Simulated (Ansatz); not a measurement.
**AlH₂O (doublet): wave-function methods side by side, def2-QZVPP**

The task here is to estimate one member of a computed series from the others.

Computed with Ansatz 0.2.0, Gaussian basis. Level: def2-QZVPP, core rule «outside noble gas», up to 6 orbitals frozen.

To be run: UHF; ROHF; CCSD(T) on UHF.

### What is computed

The geometry is a PBE0/def2-TZVP stationary point (not a proven minimum) of the parent state, kept for this charge and spin.

4 atoms, charge 0, spin multiplicity 2.

Atoms are counted from 1 here; the program's logs count them from 0.

Bond lengths: Al1–O2 1.747 Å, Al1–H3 1.777 Å, Al1–H4 1.777 Å. Angles: O2–Al1–H3 65.9°, O2–Al1–H4 65.9°, H3–Al1–H4 131.8°.

Set-up of the first run:

The input, in.yaml:

```yaml
crystal:
  periodic: [false, false, false]
  atoms:
    - {symbol: Al, position_ang: [0.000000, 0.000000, 0.653528]}
    - {symbol: O, position_ang: [0.000000, 0.000000, -1.093006]}
    - {symbol: H, position_ang: [0.000000, -1.622098, -0.072304]}
    - {symbol: H, position_ang: [0.000000, 1.622098, -0.072304]}
basis:
  gaussian: {orbitals: "def2-QZVPP.json"}
magnetization: {spin_polarized: true, initial_magnetization: 1}
hamiltonian: {xc: hf}
output: {orbitals: {seedname: orbitals}}
```

The run is started by

```sh
$ ansatz run in.yaml --threads 1 --pin off --events-out ev --progress --plain --max-ram 2393MiB
```

Among the steps run: UHF; ROHF; CCSD(T) on UHF.

One table of the session follows, with a row left open; its other results are not shown here.

It belongs to the step «Misses and costs». 

```
  method  from UCCSD(T) (kcal/mol)
    ROHF                   +235.31
     UHF                   +228.58
    UMP2                         ?
   UCCSD                    +10.13
UCCSD(T)                         0
```

**Question.** Estimate the row for UMP2.

As computed: from UCCSD(T) (kcal/mol): +31.77. In the column «from UCCSD(T) (kcal/mol)» it lies between UCCSD (+10.13) and UHF (+228.58).

Limits of these values: Warnings: spin contamination; coupled cluster took another determinant than the lowest.
